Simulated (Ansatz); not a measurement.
We consider zinc-blende MgTe (metastable phase), described by HSE06 in Ansatz (PAW).

Numerical settings: plane-wave cutoff 460 eV, 8×8×8 k mesh, Fermi–Dirac smearing 0.01 eV, scalar-relativistic PAW data made under PBE.

A third-order Birch–Murnaghan fit to the energies gives V0 = 33.750 Å³/atom, B0 = 37.1 GPa, B′ = 4.1.

```json
[
 {"V (Å³/atom)": "32.064", "P (GPa)": "2.106"},
 {"V (Å³/atom)": "32.908", "P (GPa)": "[?]"},
 {"V (Å³/atom)": "33.531", "P (GPa)": "[?]"},
 {"V (Å³/atom)": "34.596", "P (GPa)": "[?]"},
 {"V (Å³/atom)": "35.440", "P (GPa)": "[?]"}
]
```

Estimate the withheld pressures from this fit; the answers are the runs' own values.


- 32.908, P (GPa): 0.983
- 33.531, P (GPa): 0.242
- 34.596, P (GPa): -0.874
- 35.440, P (GPa): -1.640

The formula P = (3/2) B0 (x^(7/3) − x^(5/3)) [1 + (3/4)(B′ − 4)(x^(2/3) − 1)] with x = V0/V meets the computed pressures within 0.01 GPa when these rounded values are put in.

Measured, for comparison: equilibrium volume per atom 33.08 Å³/atom (room temperature, no zero-point or thermal correction, from epitaxial CdTe/MgTe superlattices; as tabulated in Lucero et al. (2012), arXiv:1111.4515). Computed less measured: equilibrium volume per atom +2.0 %.

Spin–orbit coupling is not included.

Computed values are for the static lattice.

Computing time: very roughly 14 core-minutes.

Ansatz is a program for electronic structure.
